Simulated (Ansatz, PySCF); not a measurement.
Species: ethylene, C₂H₄, charge 0, multiplicity 1. 
Coordinates optimised at B3LYP-D3(BJ)/def2-TZVP (Ansatz, a first-principles code):
SMILES: C=C
```xyz
6

C     -0.0012    -0.0058     0.6623
C      0.0012     0.0058    -0.6623
H      0.0167     0.9104     1.2401
H     -0.0212    -0.9321     1.2238
H      0.0212     0.9321    -1.2238
H     -0.0167    -0.9104    -1.2401
```

Total electronic energies in hartree. Correlated levels leave the core frozen unless marked. Spin-orbit coupling is left out. No relativistic terms. Basis-set limits of correlation are two-point, X^-3; Hartree-Fock from the larger set.

```csv
level,program,energy (Eh)
BLYP/def2-TZVPD,Ansatz,-78.57592
BP86-D3(BJ)/def2-TZVPD,PySCF + dftd3,-78.61764
r2SCAN/def2-TZVPD,Ansatz,-78.56108
PBE0-D3(BJ)/def2-TZVPD,Ansatz + dftd3,-78.51438
PBE0-D4/def2-TZVPD,Ansatz + dftd4,-78.51403
r2SCAN0/def2-TZVPD,Ansatz,-78.55339
HSE06/def2-TZVPD,Ansatz,-78.50741
wB97X-V/def2-TZVPD,Ansatz,-78.58890
MP2/STO-3G,Ansatz,-77.19417
RI-MP2/def2-TZVPP,Ansatz,-78.40041
SCS-MP2/def2-TZVPPD,Ansatz,-78.40747
CCSD/def2-QZVPP,Ansatz,-78.44578
"CCSD/CBS(cc-pVTZ,cc-pVQZ)",Ansatz,-78.4574
CCSD(T)/def2-QZVPP,Ansatz,-78.46196
"CCSD(T)/CBS(cc-pVTZ,cc-pVQZ)",Ansatz,-78.4746
```

Totals of different functionals don't rank their quality; only differences between species are comparable.
